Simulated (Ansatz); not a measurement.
**Au–SiH$_{3}$, singlet in def2-SVP: errors against RCCSDT(Q)**

Geometry: displaced at random from a stationary point.

```yaml
atoms:
  - { symbol: Au, position_ang: [-0.3182, 0.0039, 0.0038] }
  - { symbol: Si, position_ang: [1.9694, -0.0269, -0.0201] }
  - { symbol: H, position_ang: [2.5116, -1.3697, -0.0605] }
  - { symbol: H, position_ang: [2.4291, 0.6702, 1.1731] }
  - { symbol: H, position_ang: [2.3731, 0.6776, -1.3013] }
```

Basis def2-SVP with its core potentials; Ansatz 0.2.0. Only valence electrons are correlated (noble-gas cores frozen), which leaves 18 electrons in 56 orbitals. Prefix R: restricted or restricted open-shell reference. Active spaces: frontier = (8e, 8o) about the gap. No spin–orbit coupling is included; scalar relativity enters through the core potentials alone. The metal's outer-core shells are frozen, which leaves out core–valence correlation.

Full CI isn't at hand for all of this; RCCSDT(Q) serves as the reference, and is uncertain by the last step of the cluster series or more.

- UHF ⟨S²⟩: 0.000
- T1 diagnostic (RCCSD): 0.0222
- largest doubles amplitude (RCCSD): 0.045

```csv
level,E − E(RCCSDT(Q)) (mEh),share of correlation (%),wall time
RHF,414.66,0.00,–
RMP2,14.36,96.54,–
CISD,55.41,86.64,9.5 s
RCCSD,10.76,97.41,–
RCCSD(T),0.81,99.81,6.5 s
RCCSDT,0.50,99.88,–
```

The correlation energy at RCCSDT(Q), counted from RHF, is -11.283 eV. That run took 3.4 min on 1 thread of Arm Neoverse V1, shared host.

Run but not shown, since their state, orbitals or frozen core can't be matched to the reference's or they repeat it: CASSCF (frontier space), NEVPT2 (frontier space).

Times hold each run's SCF and search for its determinant on a shared host, so for small cases they say little of a method's own cost; they ran on 1 thread of Arm Neoverse V1. Some runs computed forces too.
